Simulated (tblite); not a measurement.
Species: C4H6P (charge +1).
SMILES: `C1[PH2+]C=CC=1`

Calculated harmonic vibrations of the isolated species, GFN2-xTB (tblite), most abundant isotopes, no scaling. The method is semi-empirical: single wavenumbers can be off by several per cent or more. Modes of hydrogen on phosphorus can be 10 to 20 % off.

Harmonic wavenumbers (cm⁻¹): 259.7, 403.2, 527.2, 529.5, 656.2, 671.4, 685.6, 754.7, 771.8, 800.7, 882.2, 892.1, 906.9, 963.4, 1010.4, 1067.1, 1071.9, 1190.0, 1262.0, 1498.3, 1569.6, 2421.7, 2456.1, 3102.5, 3105.2, 3115.3, 3119.3.

A = 7150, B = 4989, C = 3026 MHz; mass 85.021 u (most abundant isotopes); point group C2v, symmetry number 2.

Task: What is the zero-point energy?

Result: Half the sum of the wavenumbers: 17847 cm⁻¹ = 213.50 kJ/mol.

Task: Give the ideal-gas entropy at 200 K and 1 bar in the rigid-rotor, harmonic-oscillator model (classical rotation).

Result: Translation 155.97, rotation 95.96, vibration 10.23: S = 262.2 J/(mol K).

Task: And Cp and H(200 K) − H(0)?

Result: Cp = 60.19 J/(mol K), of which vibrations give 26.93 (their classical limit is 27 R = 224.5); H(200 K) − H(0) = 8.18 kJ/mol without the zero-point energy, 1.53 from vibrations.

Task: Which modes carry the vibrational entropy at 200 K?

Result: 259.7 cm⁻¹: 4.23; 403.2 cm⁻¹: 1.87; 527.2 cm⁻¹: 0.92; 529.5 cm⁻¹: 0.90; 656.2 cm⁻¹: 0.43; 671.4 cm⁻¹: 0.39 J/(mol K); the other 21 give 1.49 together.

Task: What must be added to the electronic energy to get the Gibbs energy at 200 K and 1 bar?

Result: ZPE + [H(200 K) − H(0)] − T·S = 213.50 + 8.18 − 52.43 = 169.25 kJ/mol.

Task: How do the functions run with temperature in this model?

Result: 
| T (K) | S (J/(mol K)) | Cp (J/(mol K)) | H − H(0) (kJ/mol) | G − H(0) (kJ/mol) | ln q(vib) |
| --- | --- | --- | --- | --- | --- |
| 50 | 205.9 | 33.5 | 1.66 | -8.63 | 0.00 |
| 100 | 230.1 | 37.7 | 3.42 | -19.58 | 0.03 |
| 298.15 | 291.9 | 90.8 | 15.58 | -71.44 | 0.92 |
| 373.15 | 314.6 | 112.3 | 23.22 | -94.19 | 1.56 |
| 500 | 351.7 | 140.7 | 39.37 | -136.47 | 2.86 |
| 750 | 416.2 | 176.7 | 79.46 | -232.70 | 5.73 |
| 1000 | 470.3 | 199.0 | 126.62 | -343.71 | 8.60 |

q(vib) and H(0) count from the zero-point level.

Hindered rotation and anharmonicity are outside this model.
